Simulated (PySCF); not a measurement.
Structure with atom numbers: `[CH3:1][CH2:2][CH2:3][N:4]([CH3:5])[CH3:6]` (H(Xn): hydrogen on atom n).

[PySCF: GIAO PBE0/pcSseg-1 shieldings; geometry: PBE0-D3(BJ)/def2-SVP; J couplings at B3LYP/pcJ-1 (spin–dipole term only in couplings to heteroatoms); fast rotation and ring inversion assumed for equivalent nuclei; no solvent model; one computed conformer; non-relativistic]

δ = σ(ref) − σ, references computed at the same level: ¹H (σ = 31.27 ppm) vs TMS.

The spectrum was simulated from the full spin Hamiltonian at 500 MHz with 0.6 Hz Lorentzian lines, from shifts rounded to 0.01 ppm and J to 0.1 Hz, couplings under 1 Hz left out.

Q: List the maxima of its ¹H spectrum with integrals.

A: 
Maxima in Hz from TMS (height), grouped by integral:
6H: 1030.0 (100)
2H: 912.9 (7), 905.2 (14), 897.4 (8)
2H: 682.4 (3), 682.0 (3), 674.2 (6), 665.9 (6), 658.0 (3)
3H: 473.2 (10), 464.9 (19), 456.5 (8)

Q: Summarise it as multiplets with assignments.

A: ¹H NMR (500 MHz, computed): δ 2.06 (s, 6H, H(C5)/H(C6)), 1.81 (t, J = 7.8 Hz, 2H, H(C3)), 1.34 (sext, J = 8.1 Hz, 2H, H(C2)), 0.93 (t, J = 8.4 Hz, 3H, H(C1)). These are first-order names; overlap and second-order distortion can hide them in the list.

Splittings below 1 Hz are ignored in the labels, and close J values are merged. Unscaled 3J(H,H) at this level run about 10 % above measured values. Across freely rotating sp3–sp3 bonds, 3J(H,H) is taken as (2 J gauche + J anti)/3 from the one conformer, which assumes equal rotamer populations.
